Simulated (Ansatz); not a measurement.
System: CH3O2, charge 1, singlet. CH3O2+ (SMILES OC=[OH+]).
B3LYP-D3(BJ)/def2-TZVP minimum from Ansatz (an electronic-structure program):
```xyz
6

O     -1.0530    -0.4395    -0.1143
C     -0.1186     0.4143    -0.0448
O      1.1188     0.2095     0.1392
H     -0.8259    -1.3865    -0.0179
H     -0.4163     1.4547    -0.1573
H      1.4268    -0.7134     0.2450
```
Charge +1, spin multiplicity 1.

Total energies in cc-pVDZ, 18 correlated electrons, 3 frozen orbitals. Radicals and triplets start from unrestricted determinants; spin-orbit coupling is neglected. Cores are frozen in correlated methods. No relativity.

```csv
method,program,energy (Eh),minus CCSDT(Q) (mEh)
HF,Ansatz,-189.08065,525.32
MP2,Ansatz,-189.57212,33.85
CCSD,Ansatz,-189.58972,16.25
CCSD(T),Ansatz,-189.60405,1.93
CCSDT(Q),Ansatz,-189.60597,0.00
```

Rough core times of Ansatz's runs on a shared machine: CCSD(T) under 20 s, CCSDT(Q) 80 s.
